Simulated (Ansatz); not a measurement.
The cluster P3, relaxed as a quartet with UKS PBE0-D4/def2-TZVP in Ansatz, starting from the PBE0-D4/def2-TZVP geometry of the neutral doublet. Force threshold 0.02 eV/Å.

At PBE0-D4/def2-TZVP a doublet of charge 0 lies 2.06 eV below the quartet, each at its own geometry. The structure comes from a short search, and lower isomers may exist.

Start:

Cartesian coordinates in Å:
```
P 0.5765 -0.9508 0.3357
P -1.2402 -0.1050 -0.1750
P 0.6637 1.0559 -0.1607
```

Problem. Estimate the energy that the relaxation releases and the steps that it takes.

Solution. 0.04 eV, in 4 steps; 13 s on 4 threads of Intel Xeon on a shared host. No frequencies were taken in this run, so the end may be a saddle point.

Problem. Does the start keep its bonding and symmetry?

Solution. By distances, no bond broke or formed. The bond that changes most is P2–P3, from 2.23 to 2.31 Å (atoms count from 1). Point group C2v at the start, C2v at the end, both within 0.05 Å.

Problem. Predict the relaxed structure.

Solution. 
```xyz
3

P     0.580   -0.955    0.337
P    -1.276   -0.123   -0.176
P     0.696    1.078   -0.161
```
Bond lengths: 3 × P–P 2.10 to 2.31 Å.
